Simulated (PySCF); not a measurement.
Shapes and spin states of SHF

Method: PBE0 in PySCF with S def2-TZVP, H def2-TZVP, F def2-TZVP; no relativity; density-fitted integrals.

Relaxations began from a few typed shapes and spin states; open shells are unrestricted. The search is not exhaustive: other isomers or separated fragments can lie lower, and high-lying points may rest on an excited occupation.

(1) Which is the lowest minimum found?
A. triplet Cs: S–F 1.921 Å, S–H 1.345 Å; F–S–H 83.6°
B. singlet Cs: S–F 1.616 Å, S–H 1.347 Å; F–S–H 96.0°

Answers

(1) B. The others lie at 207.0 (triplet Cs) kJ/mol above it.

Counting electrons, sulfur keeps 4 of its valence electrons outside its bonds, so the VSEPR class is AX2E2 and the expected shape is bent; with unlike ligands the computed point group is Cs.
